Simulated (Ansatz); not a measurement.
The same path of CH3S2 (6 atoms, charge 0, multiplicity 2) was run twice with different band settings. The coordinate that changes most is the dihedral H6–C1–S2–S3.

Method: Ansatz 0.2.0, UKS r2SCAN-D4/6-31G*.

Relaxed end points:

```xyz
6
Properties=species:S:1:pos:R:3
C -0.344 0.453 -0.191
S 0.024 -0.851 1.037
S 1.633 -1.791 0.375
H -1.231 0.987 0.164
H 0.504 1.140 -0.266
H -0.544 -0.003 -1.165
```

```xyz
6
Properties=species:S:1:pos:R:3
C -0.242 0.503 -0.221
S 1.079 -0.327 0.733
S 0.685 -2.264 0.650
H -1.216 0.273 0.220
H -0.050 1.580 -0.167
H -0.215 0.170 -1.262
```

Common settings: movable images 5; climbing image yes; spring 5.0 eV/Å²; optimiser quadratic models (default); force threshold 0.03 eV/Å; end points relaxed.

| run | start path | iteration limit |
| --- | --- | --- |
| 1 | through a guess of the saddle point | 56 |
| 2 | straight line | 60 |

What does each run give, and how far can it be trusted?

Run 1: converged after 14 iterations, highest image 0.044 eV above the first end. A vibrational analysis at the climbing image gives one clearly imaginary mode, 126i cm⁻¹: a first-order saddle point.
Run 2: converged after 7 iterations, highest image 0.044 eV above the first end. Another band between the same ends (5 images) ends at a top of the same energy, where a vibrational analysis finds 1 clearly imaginary mode.
